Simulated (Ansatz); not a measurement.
Species, as SMILES: [C-]#[S+] (C-S).
Geometry (B3LYP-D3(BJ)/def2-TZVP, fixed):
```xyz
2

C      0.0000     0.0000    -1.1142
S      0.0000     0.0000     0.4178
```
Charge 0, spin multiplicity 1.

Basis-set convergence of the dipole moment at PBE0 with Ansatz (a first-principles code). Dipoles come from the density behind the forces; the sign is taken along the dipole that this method gives in the largest set. Cartesian d functions, on some or all atoms, in 6-31+G*; all else is spherical. The program fits the integrals of some runs and decomposes those of others, by size. No added dispersion term, no relativity. Reference: the value in aug-pcseg-3, 1.956 D, itself unsure by roughly 0.007 D (its mean distance from aug-cc-pV(Q+d)Z, def2-QZVPPD). Deviations are taken from unrounded values.

```csv
basis,functions,dipole moment (D),minus reference (D)
cc-pV(D+d)Z,37,1.819,-0.136
6-31+G*,42,1.770,-0.186
def2-SVPD,47,1.935,-0.021
def2-TZVP,68,1.917,-0.039
def2-TZVPP,73,1.918,-0.038
"6-311++G(3df,3pd)",86,1.956,0.000
aug-cc-pV(T+d)Z,101,1.943,-0.013
cc-pV(Q+d)Z,119,1.931,-0.025
aug-pcseg-3,174,1.956,0.000
```
